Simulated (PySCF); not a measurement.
Ligands exchanged one at a time, B Cl-SH. All species are isolated molecules in the gas phase. One relaxed conformer stands for each flexible species; it need not be the lowest. Strings in code marks are SMILES.

All values below come from B3LYP-D3(BJ)/def2-TZVP (PySCF). B3LYP has the VWN-RPA correlation part, as in Gaussian. Excitations are Tamm–Dancoff values on a coarser integration grid. The basis has no diffuse functions, so Rydberg states are missing or too high.

| species | LUMO (eV) | S1–T1 gap (TDA) (eV) |
|---|---|---|
| 0 of 3 Cl replaced by SH | -1.89 | 0.18 |
| 1 of 3 Cl replaced by SH | -1.51 | 1.26 |
| 2 of 3 Cl replaced by SH (`SB(S)Cl` (H–S–B–Cl torsion 180°, Cl–B–S–H torsion 0°)) | -1.17 | 1.21 |
| 3 of 3 Cl replaced by SH (`SB(S)S`) | -0.87 | 0.77 |
